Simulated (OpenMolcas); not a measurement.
How methods differ on NO+ (SMILES N#[O+])

NO+ has 2 atoms, charge +1, and is taken as a singlet. SMILES: `N#[O+]`. Geometry: the measured bond length.

```csv
atom,x (Å),y (Å),z (Å)
N,0.0000,0.0000,0.0000
O,0.0000,0.0000,1.0632
```

Quantity: the energy change with the N1–O2 bond stretched from 1.063 to 1.861 Å, in eV. The values are calculated.

| level | kind | program | value (eV) | less FCI/STO-3G |
| --- | --- | --- | --- | --- |
| HF/STO-3G (restricted) | Hartree–Fock | OpenMolcas | 9.82 | +6.97 |
| SVWN5/STO-3G (restricted) | LDA | OpenMolcas | 5.34 | +2.49 |
| PBE/STO-3G (restricted) | GGA | OpenMolcas | 4.84 | +1.99 |
| r2SCAN/STO-3G (restricted) | meta-GGA | OpenMolcas | 5.94 | +3.09 |
| M06-2X/STO-3G (restricted) | hybrid meta-GGA | OpenMolcas | 8.39 | +5.54 |
| B2PLYP/STO-3G (restricted) | double hybrid | OpenMolcas | 3.71 | +0.86 |
| MP2/STO-3G (restricted) | perturbation theory | OpenMolcas | 11.21 | +8.36 |
| CISD/STO-3G (restricted) | coupled cluster or CI | OpenMolcas | 6.08 | +3.23 |
| FCI/STO-3G | exact in the basis | OpenMolcas | 2.85 | 0.00 |

FCI/STO-3G is exact within its basis and frozen core, so for wave-function methods in that basis the difference is their error; functionals converge differently with the basis, so for them it is only a difference. Spin-restricted single references rise too steeply as a bond breaks. The first shape isn't each level's own minimum. The values span 2.85 to 11.21 eV. All rows use very small basis sets, so even the best lies far from the true value.
